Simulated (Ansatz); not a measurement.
## HBeGa, singlet in cc-pVDZ: errors against full CI

Geometry: a point of a stretch scan, not a stationary point.

```xyz
3

Ga    0.0000   -0.0030    0.2740
Be    0.0000   -0.2019   -2.0113
H     0.0000    2.0144   -0.9669
```

Basis cc-pVDZ; Ansatz 0.2.0. Correlated methods freeze the noble-gas cores and the filled d shells of p-block atoms, which leaves 6 electrons in 31 orbitals. Prefix R: restricted or restricted open-shell reference; prefix U: unrestricted. Active spaces: pair = (2e, 2o) about the gap; valence = (6e, 9o) chosen from the atoms' valence shells. No spin–orbit coupling is included, and no scalar relativity.

Full CI is exact within this basis and frozen core; it isn't the basis-set limit. The frozen core follows each run's orbitals, which can shift R against U totals by a few meV for light atoms and by up to 0.1 eV past Ca.

RHF is unstable: UHF (⟨S²⟩ = 0.71) lies 0.36 eV below the lowest RHF solution. Higher spins weren't run at this geometry and may lie near or lower.

The UHF ⟨S²⟩ is 0.707, the T1 diagnostic (RCCSD) is 0.0315 and the largest doubles amplitude (RCCSD) is 0.188.

```json
{"level": "RHF", "E − E(full CI) (mEh)": "137.49", "share of correlation (%)": "0.00", "wall time": "–"}
{"level": "RMP2", "E − E(full CI) (mEh)": "43.70", "share of correlation (%)": "68.22", "wall time": "–"}
{"level": "CISD", "E − E(full CI) (mEh)": "17.88", "share of correlation (%)": "86.99", "wall time": "0.75 s"}
{"level": "RCCSD", "E − E(full CI) (mEh)": "8.20", "share of correlation (%)": "94.03", "wall time": "–"}
{"level": "RCCSD(T)", "E − E(full CI) (mEh)": "2.09", "share of correlation (%)": "98.48", "wall time": "0.72 s"}
{"level": "BCCD(T)", "E − E(full CI) (mEh)": "2.09", "share of correlation (%)": "98.48", "wall time": "0.78 s"}
{"level": "RCCSDT", "E − E(full CI) (mEh)": "0.56", "share of correlation (%)": "99.59", "wall time": "–"}
{"level": "RCCSDT(Q)", "E − E(full CI) (mEh)": "0.06", "share of correlation (%)": "99.95", "wall time": "1.9 s"}
{"level": "CASSCF (pair space)", "E − E(full CI) (mEh)": "113.09", "share of correlation (%)": "17.75", "wall time": "–"}
{"level": "NEVPT2 (pair space)", "E − E(full CI) (mEh)": "36.12", "share of correlation (%)": "73.73", "wall time": "1.4 s"}
{"level": "CASSCF (valence space)", "E − E(full CI) (mEh)": "40.16", "share of correlation (%)": "70.79", "wall time": "–"}
{"level": "NEVPT2 (valence space)", "E − E(full CI) (mEh)": "10.36", "share of correlation (%)": "92.46", "wall time": "3.6 s"}
{"level": "MRCISD (valence space)", "E − E(full CI) (mEh)": "1.39", "share of correlation (%)": "98.99", "wall time": "–"}
{"level": "MRCISD+Q (valence space)", "E − E(full CI) (mEh)": "0.08", "share of correlation (%)": "99.94", "wall time": "5 s"}
```

The correlation energy at full CI, counted from RHF, is -3.741 eV. That run took 54 s on 1 thread of Arm Neoverse V2, shared host over 10,116,793 determinants.

Run but not shown, since their state, orbitals or frozen core can't be matched to the reference's or they repeat it: UHF, UMP2, UCCSD, UCCSD(T), UCCSDT, UCCSDT(Q).

Times hold each run's SCF and search for its determinant on a shared host, so for small cases they say little of a method's own cost; they ran on 1 thread of Arm Neoverse V2.

The full-CI state has the irrep A' of Cs, in the program's axes.

Natural occupations of full CI about the gap: 1.926 1.866 1.775 0.143 0.098 0.057 0.043 0.031 0.016 0.008; effectively unpaired electrons, Σ n²(2−n)², 0.37.
